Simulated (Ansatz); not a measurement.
We consider fcc Pt, described by LDA in Ansatz (plane waves, PAW).

Numerical settings: plane-wave cutoff 520 eV, 20×20×20 k mesh, Fermi–Dirac smearing 0.1 eV, perturbation theory, scalar-relativistic PAW data made under PBE.

The cell has the measured lattice parameters. Conventional cell: a = 3.9236 Å, b = 3.9236 Å, c = 3.9236 Å, α = 90.00°, β = 90.00°, γ = 90.00°.

```xyz
1
Lattice="0.0000 1.9618 1.9618 1.9618 0.0000 1.9618 1.9618 1.9618 0.0000" Properties=species:S:1:pos:R:3 pbc="T T T"
Pt     0.0000     0.0000     0.0000
```

Harmonic phonon frequencies (cm⁻¹; i marks an imaginary mode):

```json
[
 {"q point": "X", "frequencies": "124 124 186"},
 {"q point": "L", "frequencies": "92 92 191"},
 {"q point": "W", "frequencies": "?"}
]
```

**Question.** What belongs in the gaps?

**Answer.** 
- W, frequencies: 108 150 150

No imaginary mode appears at these points.

Note: the cell isn't this level's own, so it is under some stress, which shifts stiffness and frequencies.

Ansatz is a first-principles code.
